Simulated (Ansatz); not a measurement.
## C3H5Cl (SMILES C/C=C/Cl): the vertical energy of the triplet above the singlet from total energies

C3H5Cl: 9 atoms, total charge 0, spin state singlet. As SMILES, `C/C=C/Cl`. Geometry: relaxed at PBE0-D4/def2-TZVP.

```xyz
9

C     0.1740    1.0817   -0.4818
C     0.0796   -0.3947   -0.3112
C    -0.2717   -0.9742    0.8247
Cl   -0.3809   -2.6825    1.0232
H    -0.4995    1.4266   -1.2722
H    -0.0805    1.6110    0.4381
H     1.1858    1.3760   -0.7768
H     0.3129   -1.0199   -1.1684
H    -0.5198   -0.4241    1.7243
```

Both states at this one shape; open shells run unrestricted unless said. 1 Eh = 27.2114 eV.

```tsv
level	program	singlet C3H5Cl (Eh)	triplet C3H5Cl (Eh)
HF/3-21G	Ansatz	-573.133438	-573.003606
B3LYP/6-31G* (spherical functions)	Ansatz	-577.498905	-577.341012
wB97X/cc-pVDZ	Ansatz	-577.479965	-577.321597
```

Work out the vertical gap, second state less first, at each level.


1. HF/3-21G: -573.003606 − (-573.133438) = 0.129832 Eh = 3.53 eV.
2. B3LYP/6-31G* (spherical functions): -577.341012 − (-577.498905) = 0.157893 Eh = 4.30 eV.
3. wB97X/cc-pVDZ: -577.321597 − (-577.479965) = 0.158368 Eh = 4.31 eV.

No measured value is set beside it here; the levels span 3.53 to 4.31 eV. Hartree–Fock favours the state with fewer electron pairs, since it lacks pair correlation.
